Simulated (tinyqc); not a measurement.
Starting guesses with plain Roothaan steps: SCF starting guesses in the sto-3g basis, for OH+, spin multiplicity 3. Computed by the program tinyqc with PySCF. UHF with one setting changed at a time; a run stops when the energy changes by less than 1e-09 hartree and the error matrix is below 1e-5. Starts: the lowest orbitals of the core Hamiltonian, of the Wolfsberg-Helmholz matrix (K = 1.75), projected atomic densities, random orbitals, and the highest orbitals of the core Hamiltonian (a deliberately bad start).

Geometry (angstrom):

| atom | x | y | z |
|---|---|---|---|
| O | 0.0000 | 0.0000 | 0.0000 |
| H | 0.0000 | 0.0000 | 1.2400 |

lowest solution found by these runs and by PySCF with stability checks = -74.035329 hartree

Largest element of the error matrix X^T (FDS - SDF) X:

| iteration | core | Wolfsberg-Helmholz | atomic densities | random | highest core orbitals |
|---|---|---|---|---|---|
| 1 | 2.3e-01 | 1.9e-01 | 3.6e-01 | 6.5e+00 | 1.3e-01 |
| 2 | 9.5e-02 | 5.4e-02 | 9.1e-02 | 2.2e-01 | 2.2e-01 |
| 3 | 2.1e-02 | 1.9e-02 | 2.2e-02 | 1.1e-01 | 1.0e-01 |
| 4 | 1.0e-02 | 1.1e-02 | 1.1e-02 | 4.2e-02 | 4.0e-02 |
| 5 | 7.5e-03 | 8.1e-03 | 7.8e-03 | 2.2e-02 | 1.7e-02 |
| 6 | 5.8e-03 | 6.3e-03 | 6.0e-03 | 2.3e-02 | 8.4e-03 |
| 8 | 3.5e-03 | 3.8e-03 | 3.7e-03 | 2.9e-02 | 2.2e-03 |
| 10 | 2.1e-03 | 2.3e-03 | 2.2e-03 | 3.6e-02 | 6.4e-04 |
| 14 | 7.6e-04 | 8.2e-04 | 7.9e-04 | 4.0e-02 | 5.9e-05 |
| 20 | 1.6e-04 | 1.7e-04 | 1.7e-04 | 1.9e-02 | - |
| 30 | 1.2e-05 | 1.3e-05 | 1.2e-05 | 2.7e-03 | - |
| 45 | - | - | - | 1.3e-04 | - |

How each run ends:

| run | iterations | E (hartree) | state |
|---|---|---|---|
| core | 31 | -74.03533 | lowest found |
| Wolfsberg-Helmholz | 32 | -74.03533 | lowest found |
| atomic densities | 32 | -74.03533 | lowest found |
| random | 58 | -74.03533 | lowest found |
| highest core orbitals | 18 | -73.90379 | higher |

What does the comparison show, and why?

4 of 5 runs reach the lowest solution found, in 31 to 58 iterations (fastest: core). Ending on a higher stationary point: highest core orbitals; a small error matrix cannot reveal that, and an occupation fixed by the start is kept by symmetry or by the shape of the basin. The first errors are 2e-01, 2e-01, 4e-01, 6e+00, 1e-01; the deliberately bad start has the smallest one, so a small first error does not mark a good start.
